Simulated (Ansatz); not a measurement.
# ClH6PSi: the cost of one run

Method: RKS BLYP-D4/6-31G*, in Ansatz 0.2.0.

1 further run of the same task is left out (it didn't finish).

### Step 1. The system as given

Bond lengths: Si1–H3 1.460 Å, Si1–H4 1.459 Å, Si1–Cl5 2.128 Å, Si1–P6 2.480 Å, Cl5–P6 2.473 Å, P6–H7 1.420 Å, P6–H8 1.420 Å. Angles: H3–Si1–H4 109.5°, H3–Si1–Cl5 109.5°, H3–Si1–P6 75.8°, H4–Si1–Cl5 109.5°, H4–Si1–P6 173.4°, Cl5–Si1–P6 64.4°, Si1–Cl5–P6 64.7°, Si1–P6–Cl5 50.9°, Si1–P6–H7 109.5°, Si1–P6–H8 109.5°, Cl5–P6–H7 59.4°, Cl5–P6–H8 117.2°, H7–P6–H8 109.4°.

As a file:

```xyz
9

Si    0.0000    0.0000    0.0000
H     0.0000    0.0000    1.8100
H     1.3768    0.0000   -0.4862
H    -0.6877    1.1914   -0.4862
Cl   -1.0032   -1.7381   -0.7093
P     0.9228   -2.1650    0.7820
H     0.0303   -3.2136    0.4353
H     2.1821   -2.3934    0.1669
H     0.3721   -0.8731    1.8858
```

### Step 2. A restrained relaxation towards end A

Springs on the bonds that form and break draw the guess towards this end; the thresholds are loose.

The input, input.yaml:

```yaml
crystal:
  periodic: [false, false, false]
  atoms:
    - { symbol: Si, position_ang: [0.0, 0.0, 0.0] }
    - { symbol: H, position_ang: [0.0, 0.0, 1.81] }
    - { symbol: H, position_ang: [1.3768, 0.0, -0.4862] }
    - { symbol: H, position_ang: [-0.6877, 1.1914, -0.4862] }
    - { symbol: Cl, position_ang: [-1.0032, -1.7381, -0.7093] }
    - { symbol: P, position_ang: [0.9228, -2.165, 0.782] }
    - { symbol: H, position_ang: [0.0303, -3.2136, 0.4353] }
    - { symbol: H, position_ang: [2.1821, -2.3934, 0.1669] }
    - { symbol: H, position_ang: [0.3721, -0.8731, 1.8858] }
basis:
  gaussian: { orbitals: "6-31G*" }
hamiltonian:
  xc: blyp
  dispersion: d4
relax:
  f_tol: 0.15
  max_steps: 25
  restrain:
    - { distance: [0, 5], at: 3.38, k: 30.0 }
    - { distance: [8, 1], at: 1.86, k: 30.0 }
    - { distance: [0, 1], at: 1.46, k: 30.0 }
    - { distance: [8, 5], at: 1.42, k: 30.0 }
output:
  orbitals: {}
```

Command:

```console
$ ansatz run input.yaml --threads 2 --pin off --max-ram 3072MiB --backend cpu --events-out ev --progress --plain --runs-dir out
```

**Question.** How long does this run take on 2 threads of Arm Neoverse V2, shared host, and how much memory does it need?

About 11 s, with a peak of 0.13 GiB.
